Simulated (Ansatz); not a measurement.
# CH5BN (SMILES B[N]C) at UBLYP/def2-SVPD

Aim: the vertical doublet–quartet gap of CH5BN at UBLYP/def2-SVPD, from 2 runs. 

The calculation is run with Ansatz 0.2.0.

61 further runs of the same task are left out: 61 set aside as unsound or not needed.

## 1. Starting point

CH5BN: 8 atoms, total charge 0, spin state doublet. SMILES: `B[N]C`. Geometry: relaxed at PBE0-D4/def2-TZVP.

Bond lengths: B1–N2 1.332 Å, N2–C3 1.390 Å, B1–H4 1.210 Å, B1–H5 1.203 Å, C3–H6 1.096 Å, C3–H7 1.096 Å, C3–H8 1.102 Å. Angles: B1–N2–C3 164.6°, N2–B1–H4 118.7°, N2–B1–H5 121.1°, N2–C3–H6 112.2°, N2–C3–H7 112.2°, N2–C3–H8 109.0°, H4–B1–H5 120.3°, H6–C3–H7 109.2°, H6–C3–H8 107.0°, H7–C3–H8 107.0°.

## 2. A single-point energy at UBLYP/def2-SVPD

Input file molecule.yaml:

```yaml
basis:
  gaussian:
    orbitals: def2-SVPD
crystal:
  periodic: [false, false, false]
  atoms:
    - symbol: B
      position_ang: [-0.373900, 1.096100, -0.965000]
    - symbol: N
      position_ang: [0.058500, 0.275600, -0.008700]
    - symbol: C
      position_ang: [0.339600, -0.835900, 0.776800]
    - symbol: H
      position_ang: [-1.007800, 0.632300, -1.885400]
    - symbol: H
      position_ang: [-0.143000, 2.276400, -0.921600]
    - symbol: H
      position_ang: [-0.096400, -0.755000, 1.778600]
    - symbol: H
      position_ang: [1.416200, -1.018200, 0.865300]
    - symbol: H
      position_ang: [-0.101000, -1.728600, 0.304400]
magnetization:
  spin_polarized: true
  initial_magnetization: 1
hamiltonian:
  xc: {name: BLYP}
accuracy: high
output: {orbitals: {seedname: orbitals}}
```

Started as:

```bash
$ ansatz run molecule.yaml --threads 1 --pin off --max-ram 3480MiB --events-out events.jsonl --progress --plain --runs-dir runs
```

Output:

```text
Warning: RAYON_NUM_THREADS=1 ignored (pool sized by the plan → 1); use --threads N
Functional definition: BLYP
  name "BLYP"
  parameter beta = 0.0042
  parameter a = 0.04918
  parameter b = 0.132
  parameter c = 0.2533
  parameter d = 0.349
  exchange = b88_x(beta = beta)
  correlation = lyp_c(a = a, b = b, c = c, d = d)
2079 factors; integrals over basis functions are off by at most 3.1e-9 eV
mean field evaluation 1: about -3272.8818 eV, gradient 3.7e1 eV
mean field evaluation 2: about -3253.3479 eV, gradient 7.0e1 eV
mean field evaluation 4: about -3279.7352 eV, gradient 3.4e0 eV
mean field evaluation 8: about -3279.7912 eV, gradient 1.7e-1 eV
mean field evaluation 16: about -3279.7914 eV, gradient 9.9e-6 eV
mean field -3279.79135408 eV, -120.5301091400 hartree, gradient 4.1e-8 eV, S^2 0.754983; 0 other end points of the search recorded, 0 dependent functions left out
reference -3279.79141024 eV, -120.5301112039 hartree; 12, 11 occupied and 88, 89 virtual orbitals, 2079 factors
Total energy: -3279.79141024 eV, -120.5301112039 hartree
```

Run time: 15 s. Hardware: 1 thread of Arm Neoverse N1, shared host; peak memory 0.3 GiB.

## 3. The quartet

Edit molecule.yaml of step 2 so:

```diff
@@ -1,4 +1 @@
-basis:
-  gaussian:
-    orbitals: def2-SVPD
 crystal:
@@ -22,7 +19,6 @@
       position_ang: [-0.101000, -1.728600, 0.304400]
-magnetization:
-  spin_polarized: true
-  initial_magnetization: 1
-hamiltonian:
-  xc: {name: BLYP}
+basis:
+  gaussian: {orbitals: def2-SVPD}
+magnetization: {spin_polarized: true, initial_magnetization: 3}
+hamiltonian: {xc: {name: BLYP}}
 accuracy: high
```

Started as:

```bash
$ ansatz run molecule.yaml --threads 1 --pin off --max-ram 3480MiB --events-out events.jsonl --progress --plain --runs-dir runs
```

Output:

```text
Warning: RAYON_NUM_THREADS=1 ignored (pool sized by the plan → 1); use --threads N
Functional definition: BLYP
  name "BLYP"
  parameter beta = 0.0042
  parameter a = 0.04918
  parameter b = 0.132
  parameter c = 0.2533
  parameter d = 0.349
  exchange = b88_x(beta = beta)
  correlation = lyp_c(a = a, b = b, c = c, d = d)
2079 factors; integrals over basis functions are off by at most 3.1e-9 eV
mean field evaluation 1: about -3268.7252 eV, gradient 3.1e1 eV
mean field evaluation 2: about -3260.6181 eV, gradient 4.2e1 eV
mean field evaluation 4: about -3274.3076 eV, gradient 3.6e0 eV
mean field evaluation 8: about -3274.4173 eV, gradient 1.1e-1 eV
mean field evaluation 16: about -3274.4174 eV, gradient 7.7e-6 eV
mean field evaluation 32: about -3274.3934 eV, gradient 8.9e-1 eV
mean field -3274.41739582 eV, -120.3326198166 hartree, gradient 5.2e-8 eV, S^2 3.756914; 5 other end points of the search recorded, 0 dependent functions left out
reference -3274.41745082 eV, -120.3326218379 hartree; 13, 10 occupied and 87, 90 virtual orbitals, 2079 factors
Total energy: -3274.41745082 eV, -120.3326218379 hartree
```

Wall time 22 s (1 thread of Arm Neoverse N1, shared host); peak memory 0.33 GiB.

## 4. Results

At UBLYP/def2-SVPD:

```
                                        quantity          value
                           doublet: total energy  -120.53011 Eh
     doublet: HOMO energy (highest over α and β)       -5.51 eV
      doublet: LUMO energy (lowest over α and β)       -3.90 eV
                                   doublet: ⟨S²⟩          0.755
                           quartet: total energy  -120.33262 Eh
     quartet: HOMO energy (highest over α and β)       -1.29 eV
                                   quartet: ⟨S²⟩          3.757
vertical energy of the quartet above the doublet       5.374 eV
```

What this shows: At this shape the quartet lies 5.37 eV (124 kcal/mol) above the doublet.
